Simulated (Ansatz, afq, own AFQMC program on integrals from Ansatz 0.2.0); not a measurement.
## AlH$_{4}$⁺, singlet: AFQMC among the cluster methods

```xyz
5

Al    0.0000    0.0622   -0.1099
H     0.0000   -0.3226    1.9312
H     0.0000    0.4470    1.9312
H     0.0000    1.5991   -0.3260
H     0.0000   -3.3879   -0.5951
```

Basis 6-31G. Noble-gas cores (and the filled d shells of Ga–Kr and In–Xe) are frozen. Integrals, coupled cluster, full CI and functionals: Ansatz 0.2.0; the random walks run on the same integrals in our own AFQMC program. The CISD trial takes its coefficients from CCSD amplitudes. Released means that phaseless walkers are propagated on without the constraint, phases kept. Uncertainties: one standard error, sampling alone.

Determinant: RHF, the one that the program's search chose, which needn't be the lowest solution. The geometry is a point of a scan.

Full CI on the same integrals is exact in this basis and with this determinant's frozen core.

Cautions: restricted determinant unstable towards unrestricted (UHF 2.75 eV lower, ⟨S²⟩ 0.98); strong correlation (T1 0.062, weight of the determinant 0.64, largest double 0.69); the CCSD(T) amplitudes may be one of several solutions (largest double 0.69); the CCSDT(Q) amplitudes may be one of several solutions (largest double 0.72); the CCSDTQ amplitudes may be one of several solutions (largest double 0.72); the released energies are still falling, so no released level is given (meV from the phaseless value at times in 1/Eh: -4 ± 4 at 0.24, -11 ± 4 at 0.51, -17 ± 3 at 0.99, -24.4 ± 2.2 at 1.62, -36 ± 3 at 2.40).

- T1 diagnostic: 0.0617
- weight of the determinant in the CISD state: 0.637
- size of the correlated space: 6 electrons in 16 orbitals

Reference: full CI, correlation energy -4.299 eV. The cautions show a poor starting determinant, so the rows tell how each method copes with it here, and full CI is the sure value.

| level | E − E(reference) (kJ/mol) | share of correlation (%) |
| --- | --- | --- |
| HF | 414.8 | 0.00 |
| MP2 | 189.7 | 54.28 |
| CCSD | 14.2 | 96.57 |
| CCSD(T) | 1.5 | 99.63 |
| CCSDT | 0.1 | 99.99 |
| CCSDT(Q) | 0.1 | 99.98 |
| CCSDTQ | 0.0 | 100.00 |
| ph-AFQMC/HF | 100.2 ± 3.6 | 75.84 |
| ph-AFQMC/CISD | 7.3 ± 0.5 | 98.23 |

CCSDT and higher add their correlation energy to the determinant of the CCSD(T) run, since their own runs factorise the integrals more tightly (a shift of under 2 meV). A walk keeps the symmetry of its determinant, which the program's search chose and which needn't be the lowest solution, so a lower state of the same spin and another symmetry isn't excluded.
